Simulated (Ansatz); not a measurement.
The same path of C₃H₅FO₂ (11 atoms, charge 0, multiplicity 1) was run 3 times with different band settings. The coordinate that changes most is the dihedral C1–O2–C3–O6.

Computed with RKS BHLYP-D4/STO-3G in Ansatz 0.2.0.

Relaxed end points:

```xyz
11
Properties=species:S:1:pos:R:3
C -1.550 0.748 0.425
O -0.866 -0.443 -0.064
C 0.531 -0.300 0.180
F 0.844 -0.210 1.514
C 1.491 -0.895 -0.806
O 1.296 0.560 -0.702
H -2.622 0.585 0.256
H -1.377 0.905 1.500
H -1.234 1.650 -0.121
H 1.100 -1.377 -1.708
H 2.453 -1.281 -0.452
```

```xyz
11
Properties=species:S:1:pos:R:3
C -1.413 0.629 0.082
O -0.774 -0.296 1.002
C 0.607 -0.469 0.676
F 1.168 -1.213 1.680
C 1.205 -0.505 -0.709
O 1.384 0.650 0.193
H -2.365 0.915 0.544
H -0.802 1.528 -0.080
H -1.621 0.159 -0.891
H 0.582 -0.339 -1.591
H 2.095 -1.116 -0.886
```

Common settings: spring 5.0 eV/Å²; optimiser quadratic models (default); force threshold 0.03 eV/Å; iteration limit 60; end points relaxed.

| run | movable images | climbing image | start path |
| --- | --- | --- | --- |
| 1 | 5 | yes | through a guess of the saddle point |
| 2 | 5 | yes | straight line |
| 3 | 4 | no | through a guess of the saddle point |

Question: What does each run give, and how far can it be trusted?

Answer: Run 1: converged after 7 iterations, highest image 0.107 eV above the first end. A vibrational analysis at the climbing image gives one clearly imaginary mode, 78i cm⁻¹: a first-order saddle point.
Run 2: converged after 9 iterations, highest image 0.107 eV above the first end. Another band between the same ends (5 images) ends at a top of the same energy, where a vibrational analysis finds 1 clearly imaginary mode.
Run 3: converged after 7 iterations, highest image 0.105 eV above the first end. No image climbed, so the highest image needn't sit at the top of the path.
Limits of this set-up: minimal basis.
